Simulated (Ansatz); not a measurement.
`CC(C)C(F)F` + H₂ → `CC(C)CF` + H–F at 298.15 K and 1 bar (hydrogenolysis of a C–F bond).

Computed with Ansatz on PBE0-D4/def2-TZVP structures; ΔE is electronic, products minus reactants. CCSD(T)/CBS adds triple-zeta CCSD(T) − MP2 to the extrapolated MP2 energy (def2 sets, frozen cores). This one scheme is used for every species. One conformer a species, not always the lowest.

| species | CCSD(T)/CBS energy (Eh) | H − E (kJ/mol) | S (J/(mol·K)) |
| --- | --- | --- | --- |
| `CC(C)C(F)F` | -356.62237 | 328.9 | 339.0 |
| H₂ | -1.17544 | 35.1 | 130.4 |
| `CC(C)CF` | -257.42520 | 346.8 | 322.2 |
| H–F | -100.39570 | 33.5 | 173.6 |

H − E and S are ideal-gas, rigid-rotor, harmonic terms from PBE0-D4/def2-TZVP, for one conformer and one mirror image of each species. For small species the MP2-based limit differs from directly extrapolated CCSD(T) by up to some mEh (0.8 for H₂); such offsets cancel only in part. 1 Eh = 2625.50 kJ/mol, R = 8.31446 J/(mol·K).

By hand: ΔE, ΔH, ΔS and ΔG.

ΔE = (-257.42520) + (-100.39570) − (-356.62237) − (-1.17544) = -0.02309 Eh = -60.6 kJ/mol. Δ(H − E) = 346.8 + 33.5 − 328.9 − 35.1 = 16.3, so ΔH = -44.3 kJ/mol. ΔS = 322.2 + 173.6 − 339.0 − 130.4 = 26.4 J/(mol·K). ΔG = -44.3 − 298.15 × (26.4)/1000 = -52.2 kJ/mol.

By hand: the equilibrium constant, and the temperature at which ΔG would vanish if ΔH and ΔS stayed fixed.

log₁₀ K = −ΔG/(RT ln 10) = 9.1. ΔH and −TΔS have one sign here, so there is no such temperature.

ΔH outweighs TΔS. A doubt of 5 kJ/mol in ΔE shifts log₁₀ K by 0.9 here. Other conformers and mirror images would add mixing entropy, several J/(mol·K) or more a flexible species. These are equilibria of isolated gas molecules and say nothing of rates. Largest T1 diagnostic: 0.010 (customary marks: 0.02 for closed shells, 0.045 for open ones).
